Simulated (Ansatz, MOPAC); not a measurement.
Molecule: C₂H₂Cl, net charge -1, singlet state. SMILES: C=[C-]Cl

Atoms: C1, C2, Cl3, H4, H5. Bonds: C1-C2, C1-Cl3, C2-H4, C2-H5.

Bond lengths (Å) and angles (degrees) optimised at PM3 with MOPAC; PM6 with MOPAC; B3LYP/6-31G* with Ansatz (a quantum-chemistry and plane-wave program), each started from the B3LYP-D3(BJ)/def2-TZVP structure (Ansatz) of the last column. A row stands for all coordinates that are equal there; 7 of 8 kinds are shown. 6-31G* holds six Cartesian d functions.

| coordinate | PM3 | PM6 | B3LYP/6-31G* | B3LYP-D3(BJ)/def2-TZVP |
|---|---|---|---|---|
| C1-C2 | 1.331 | 1.330 | 1.346 | 1.341 |
| C1-Cl3 | 1.831 | 1.946 | 2.098 | 1.980 |
| C2-H4 | 1.085 | 1.068 | 1.092 | 1.090 |
| C2-H5 | 1.084 | 1.069 | 1.098 | 1.092 |
| C2-C1-Cl3 | 111.3 | 112.1 | 104.9 | 106.9 |
| C1-C2-H4 | 127.0 | 126.1 | 129.9 | 127.6 |
| C1-C2-H5 | 119.0 | 120.9 | 114.6 | 116.0 |

Mean signed difference of all 4 bond lengths from B3LYP-D3(BJ)/def2-TZVP: PM3 -0.043 Å, PM6 -0.022 Å, B3LYP/6-31G* 0.033 Å.
